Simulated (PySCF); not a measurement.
# Four-centre ligand exchange

Start structure (SiH4ClF, singlet), relaxed at PBE0-D4/def2-TZVP:

```xyz
7
angstrom
Si -0.3604 0.6678 -0.6223
Cl 1.4091 -0.4172 -0.6931
H -0.4045 1.4908 -1.8506
H -0.3214 1.5135 0.5887
H -1.4786 -0.2972 -0.5809
H 0.8316 -1.3974 1.2497
F 0.2950 -1.5596 1.9902
```

The step: SiH₃Cl ([SiH3][Cl]) + HF → SiH₃F ([F][SiH3]) + HCl; bonds formed: Si1–F7, Cl2–H6; bonds broken: Si1–Cl2, H6–F7. PySCF 2.14 with density fitting (its default auxiliary sets; JK sets also for MP2 and CCSD(T)); basis: def2-TZVPP and def2-QZVPP; cores frozen in the correlated methods. Extrapolation: Hartree–Fock as exp(−7.88 √X), correlation as X^−2.97. Energies below are by CCSD(T) at an estimated basis limit (MP2 extrapolated from triple and quadruple zeta, plus CCSD(T) − MP2 in triple zeta).

(1) What are the electronic barrier and the energy of the step, from the start structure to the end structure? (An estimate is asked for; the value comes from the calculation.)

The T1 diagnostic stays at or below 0.012.

Results:

(1) The calculation gives: Barrier 130.4 kJ/mol; step energy -30.1 kJ/mol (downhill); reverse barrier, their difference, 160.4 kJ/mol. Barrier and step energy count from the start structure, the reverse barrier from the end structure.

The saddle point: One imaginary mode of 427i cm⁻¹.
| pair | start (Å) | saddle (Å) | end (Å) |
| --- | --- | --- | --- |
| Si1–F7 | 3.50 | 1.93 | 1.61 |
| Cl2–H6 | 2.25 | 1.64 | 1.28 |
| Si1–Cl2 | 2.08 | 2.42 | 4.34 |
| H6–F7 | 0.93 | 1.06 | 2.02 |

Zero-point energy (harmonic, PBE0-D4): ZPE is 98.7 kJ/mol at the start and 95.3 kJ/mol at the saddle, so the barrier goes from 130.4 to 126.9 kJ/mol.

Labels in which every atom is bracketed show which atoms are joined, not bond orders.

For scale, one of the runs: CCSD(T)/def2-TZVPP, 171 basis functions, launched by `OMP_NUM_THREADS=4 python run.py`. Hardware: 4 CPU threads of an Arm Neoverse V2, shared host. Wall time 2.8 min; peak host memory 1.5 GiB.
